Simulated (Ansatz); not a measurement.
# CH₃BSi (SMILES B[Si]#C): one structure at several levels

One table from this session's results is given with a row withheld; the runs are named, their logs left out.

The runs use Ansatz 0.2.0, Gaussian basis; single points in def2-TZVPP.

Correlated methods freeze the cores. B3LYP uses VWN-RPA correlation.

**Starting geometry**

6 atoms, charge 0, spin multiplicity 1.

Atoms are counted from 1 here; the program's logs count them from 0.

Bond lengths: B1–Si2 1.982 Å, B1–H4 1.131 Å, B1–H5 1.221 Å, Si2–C3 1.761 Å, C3–H6 1.098 Å. Angles: Si2–B1–H4 119.2°, Si2–B1–H5 120.7°, H4–B1–H5 120.0°, B1–Si2–C3 178.6°, Si2–C3–H6 176.3°.

Coordinates:

```xyz
6
CH3BSi
B    -0.5127    1.4520   -0.2731
Si    0.1149   -0.3963    0.0705
C     0.7028   -2.0333    0.3467
H    -1.3834    1.8593    0.3229
H     0.0724    2.1709   -1.0674
H     1.0043   -3.0774    0.5055
```

Set-up of the first run:

The input, run/in.yaml:

```yaml
crystal:
  periodic: [false, false, false]
  atoms:
    - {symbol: B, position_ang: [-0.512700, 1.452000, -0.273100]}
    - {symbol: Si, position_ang: [0.114900, -0.396300, 0.070500]}
    - {symbol: C, position_ang: [0.702800, -2.033300, 0.346700]}
    - {symbol: H, position_ang: [-1.383400, 1.859300, 0.322900]}
    - {symbol: H, position_ang: [0.072400, 2.170900, -1.067400]}
    - {symbol: H, position_ang: [1.004300, -3.077400, 0.505500]}
basis:
  gaussian: {orbitals: def2-TZVPP}
correlation: {method: ccsd_t}
output: {forces: true}
```

The command line of these runs was not kept.

Among the steps run: CCSD(T)/def2-TZVPP; PBE0-D4/def2-TZVPP; wB97M-V/def2-TZVPP; r2SCAN-D4/def2-TZVPP; PBE-D4/def2-TZVPP; B3LYP-D4/def2-TZVPP; BLYP-D4/def2-TZVPP.

One of the session's tables, all rows but one given; the rest of the session is left out.

```
   method  RMS force component (eV/Å)  angle to CCSD(T) forces (°)  dipole (D)
  CCSD(T)                       1.414                    reference        1.01
  PBE0-D4                       1.717                          5.5        1.27
  wB97M-V                       1.852                          7.9        1.70
r2SCAN-D4                       1.613                          4.4        1.09
   PBE-D4                           ?                            ?           ?
 B3LYP-D4                       1.650                          5.2        1.22
  BLYP-D4                       1.457                          3.2        0.90
```

Q: Estimate the row for PBE-D4 from the others.

**Answer.** RMS force component (eV/Å): 1.492; angle to CCSD(T) forces (°): 5.6; dipole (D): 0.87. In the column «RMS force component (eV/Å)» it lies between BLYP-D4 (1.457) and r2SCAN-D4 (1.613).

To keep in mind: The reference is not at the basis limit: in triple zeta CCSD(T) underbinds, which counts against methods that bind more; the gaps are no ranking. The T1 diagnostic is large here, over the usual mark for main-group molecules (transition-metal compounds often pass it harmlessly), so CCSD(T) itself may be off.
